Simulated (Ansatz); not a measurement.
Ansatz (a program for electronic structure) input:

Ansatz 0.2 input:
```yaml
crystal:
  periodic: [false, false, false]
  atoms:
    - {symbol: C, position_ang: [-0.00006527, 1.39141257, -0.00447394]}
    - {symbol: C, position_ang: [1.22077397, 0.76913671, -0.00304165]}
    - {symbol: C, position_ang: [1.20886106, -0.62966963, 0.00146165]}
    - {symbol: C, position_ang: [0.00006185, -1.31836914, 0.00423908]}
    - {symbol: C, position_ang: [-1.20880197, -0.62977943, 0.00258798]}
    - {symbol: C, position_ang: [-1.22084613, 0.76902582, -0.00190415]}
    - {symbol: H, position_ang: [2.15354861, 1.31848741, -0.00524246]}
    - {symbol: H, position_ang: [2.14579117, -1.17328202, 0.00277323]}
    - {symbol: H, position_ang: [0.00011262, -2.40056166, 0.00771875]}
    - {symbol: H, position_ang: [-2.14568108, -1.17347691, 0.00477252]}
    - {symbol: H, position_ang: [-2.15367231, 1.31829180, -0.00323583]}
basis:
  gaussian:
    orbitals: def2-TZVP
hamiltonian:
  xc: b3lyp
  dispersion: d3bj
magnetization: {spin_polarized: true, initial_magnetization: 1}
phonons: {temperatures: {t_min: 298.15, t_max: 298.15, t_step: 100}}
```

Q: What final total energy does it print?

A: -231.66634 Eh (B3LYP-D3(BJ)/def2-TZVP). The basis has 216 functions.

It need not be the lowest isomer of its formula.
